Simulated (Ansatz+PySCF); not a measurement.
Values are calculated unless marked as measured or tabulated.
## Ansatz (development build ahead of 0.2.0) run

```yaml
crystal:
  periodic: [false, false, false]
  atoms:
    - { symbol: Li, position_ang: [0.0, 0.0, -3.13552] }
    - { symbol: Li, position_ang: [0.0, 0.0, 3.13552] }
basis:
  gaussian: { orbitals: "6-31G" }
hamiltonian:
  xc: pbe0
scf:
  omitted_lower_state_checks: [starts, atomic_configurations, cluster_reference, orbital_swaps, given_window_search, neighbouring_geometries, increment]
output:
  forces: true
```

The input is written out in the form of the current development build from the run's settings.

The run gave:

| Item | Value |
| --- | --- |
| Converged | yes |
| Total energy | -14.90802 hartree |
| Spin squared of the determinant | 0.000 |
| Stability test | minimum among restricted orbitals |

Forces (eV/Å):
```
atom     Fx     Fy      Fz
 Li1  0.000  0.000   0.231
 Li2  0.000  0.000  -0.231
```

Caution: an unrestricted determinant lies well below.
